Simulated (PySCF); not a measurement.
Process, species as SMILES: F[C]F (closed-shell singlet) + 3 [H][H] (H2) → C (CH4) + 2 F (HF)
B3LYP-D3(BJ)/def2-TZVP geometries, fixed; electronic energies without zero-point terms.
Largest species:
```xyz
5

C      0.0000     0.0000     0.0000
H      0.6205     0.6269     0.6390
H     -0.6429    -0.6249     0.6185
H      0.6369    -0.6328    -0.6166
H     -0.6146     0.6308    -0.6409
```
Charge 0, spin multiplicity 1.

Basis-set convergence of the energy of full hydrogenation at PBE with PySCF. All functions are spherical. Density fitting with generated auxiliary sets. In sets without p functions on hydrogen, species with hydrogen take exact integrals. No added dispersion term, no relativity. Functions are those of the species that has most. Reference: the value in def2-QZVPPD, -113.79 kcal/mol, itself unsure by roughly 1.07 kcal/mol (its mean distance from pcseg-3, def2-QZVPP, cc-pVQZ). Deviations are taken from unrounded values. Cost is core time over that of aug-cc-pVDZ, rough, on shared machines of one kind; a dash marks a row that isn't timed (too short, read off another run, short of memory, by another algorithm or on other hardware).

```json
[
 {"basis": "STO-3G", "functions": "15", "energy of full hydrogenation (kcal/mol)": "-31.54", "minus reference (kcal/mol)": "82.24", "cost": "-"},
 {"basis": "3-21G", "functions": "27", "energy of full hydrogenation (kcal/mol)": "-72.53", "minus reference (kcal/mol)": "41.25", "cost": "-"},
 {"basis": "6-31G", "functions": "27", "energy of full hydrogenation (kcal/mol)": "-103.96", "minus reference (kcal/mol)": "9.83", "cost": "-"},
 {"basis": "pcseg-0", "functions": "27", "energy of full hydrogenation (kcal/mol)": "-84.82", "minus reference (kcal/mol)": "28.97", "cost": "-"},
 {"basis": "6-31G*", "functions": "42", "energy of full hydrogenation (kcal/mol)": "-86.00", "minus reference (kcal/mol)": "27.79", "cost": "-"},
 {"basis": "6-31G**", "functions": "42", "energy of full hydrogenation (kcal/mol)": "-94.29", "minus reference (kcal/mol)": "19.50", "cost": "0.6×"},
 {"basis": "def2-SVP", "functions": "42", "energy of full hydrogenation (kcal/mol)": "-99.70", "minus reference (kcal/mol)": "14.09", "cost": "-"},
 {"basis": "6-31+G*", "functions": "54", "energy of full hydrogenation (kcal/mol)": "-105.02", "minus reference (kcal/mol)": "8.77", "cost": "-"},
 {"basis": "6-311+G**", "functions": "66", "energy of full hydrogenation (kcal/mol)": "-116.25", "minus reference (kcal/mol)": "-2.46", "cost": "0.8×"},
 {"basis": "aug-cc-pVDZ", "functions": "69", "energy of full hydrogenation (kcal/mol)": "-118.82", "minus reference (kcal/mol)": "-5.03", "cost": "1×"},
 {"basis": "6-311++G(2d,2p)", "functions": "81", "energy of full hydrogenation (kcal/mol)": "-116.56", "minus reference (kcal/mol)": "-2.77", "cost": "1×"},
 {"basis": "pcseg-2", "functions": "90", "energy of full hydrogenation (kcal/mol)": "-113.22", "minus reference (kcal/mol)": "0.57", "cost": "1×"},
 {"basis": "def2-TZVPP", "functions": "93", "energy of full hydrogenation (kcal/mol)": "-111.36", "minus reference (kcal/mol)": "2.43", "cost": "1×"},
 {"basis": "def2-TZVPD", "functions": "117", "energy of full hydrogenation (kcal/mol)": "-112.10", "minus reference (kcal/mol)": "1.68", "cost": "2×"},
 {"basis": "def2-TZVPPD", "functions": "117", "energy of full hydrogenation (kcal/mol)": "-114.26", "minus reference (kcal/mol)": "-0.48", "cost": "2×"},
 {"basis": "jun-cc-pV(T+d)Z", "functions": "117", "energy of full hydrogenation (kcal/mol)": "-113.99", "minus reference (kcal/mol)": "-0.20", "cost": "2×"},
 {"basis": "def2-QZVPP", "functions": "177", "energy of full hydrogenation (kcal/mol)": "-113.11", "minus reference (kcal/mol)": "0.68", "cost": "4×"},
 {"basis": "def2-QZVPPD", "functions": "195", "energy of full hydrogenation (kcal/mol)": "-113.79", "minus reference (kcal/mol)": "0.00", "cost": "5×"}
]
```
